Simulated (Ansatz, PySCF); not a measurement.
Constitutional and geometric isomers with formula C2H2O. All species are isolated molecules in the gas phase. Strings in code marks are SMILES.

Quantity: vertical ionisation energy (energy after one electron is removed minus that of the parent at the parent's geometry), in eV. The restricted reference of `C1=CO1` is unstable towards unrestricted orbitals.

Level 1: frozen-core MP2/cc-pVTZ // r2SCAN-D4/def2-TZVP (Ansatz, a quantum-chemistry and plane-wave program)
Level 2: PBE/6-31G* // r2SCAN-D4/def2-TZVP (PySCF)
Level 3: HF/6-31G* // r2SCAN-D4/def2-TZVP (PySCF)
Level 4: HF/cc-pVTZ // r2SCAN-D4/def2-TZVP (Ansatz)

```tsv
species	level 2	level 3	level 4
`C=C=O`	9.50	8.48	8.56
`C1=CO1`	8.27	7.43	7.49
`C#CO`	9.63	8.82	8.89
```

**Question.** What does level 1 give for each, and how far do the other levels lie from it on average?

**Answer.** 
- `C=C=O`: 9.86
- `C1=CO1`: 8.90
- `C#CO`: 10.31
Mean absolute difference from level 1, which has limits of its own, over these rows (drawn at random from the members that have all these levels): level 2 0.56 eV, level 3 1.45 eV, level 4 1.38 eV.
